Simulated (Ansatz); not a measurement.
**One elementary step**

Start structure (BH₂ClO, closed shell), relaxed at PBE0-D4/def2-TZVP:

B1  (-0.080, 0.265, -0.310)
Cl2  (0.946, 1.282, 0.707)
O3  (-0.375, -0.992, 0.046)
H4  (0.020, -1.264, 0.881)
H5  (-0.512, 0.709, -1.324)
(Å)

The step: BH₂ClO ([OH][BH][Cl]) → BHO ([BH][O]) + HCl; bonds formed: Cl2–H4; bonds broken: B1–Cl2, O3–H4. Program: Ansatz 0.2.0. Basis: def2-TZVPP and def2-QZVPP. Cores are frozen in the correlated methods. Extrapolation: Hartree–Fock as exp(−7.88 √X), correlation as X^−2.97. Energies below are by CCSD(T) at an estimated basis limit (MP2 extrapolated from triple and quadruple zeta, plus CCSD(T) − MP2 in triple zeta).

Q: What are the electronic barrier and the energy of the step, from the start structure to the end structure? (An estimate is asked for; the value comes from the calculation.)

A: By the calculation: Barrier 2.224 eV; step energy 1.266 eV (uphill); reverse barrier, their difference, 0.958 eV. Barrier and step energy count from the start structure, the reverse barrier from the end structure.

The saddle point: One imaginary mode of 1214i cm⁻¹.
```csv
pair,start (Å),saddle (Å),end (Å)
Cl2–H4,2.71,1.49,1.29
B1–Cl2,1.77,2.28,4.41
O3–H4,0.96,1.35,1.92
```

Zero-point energy (harmonic, PBE0-D4): ZPE is 0.789 eV at the start and 0.578 eV at the saddle, so the barrier goes from 2.224 to 2.014 eV.

First-order rate constant out of the start structure at 898 K by transition-state theory, with harmonic vibrational free energies alone and no tunnelling: ΔA‡ = 2.003 eV, so k = (kB T/h) exp(−ΔA‡/kB T) ≈ 10^2 s⁻¹ (an order of magnitude at best: rotation, the number of equivalent paths and anharmonicity are left out).

The T1 diagnostic stays at or below 0.018.

Labels in which every atom is bracketed show which atoms are joined, not bond orders.

For scale, one of the runs: CCSD(T)/def2-TZVPP, 132 basis functions, launched by `ansatz run in.yaml --threads 2 --pin off --events-out ev --progress --plain --max-ram 4352MiB`. Time: 8.5 s of wall clock on 2 CPU threads of an Arm Neoverse V1; the host was shared. Peak host memory: 0.66 GiB.
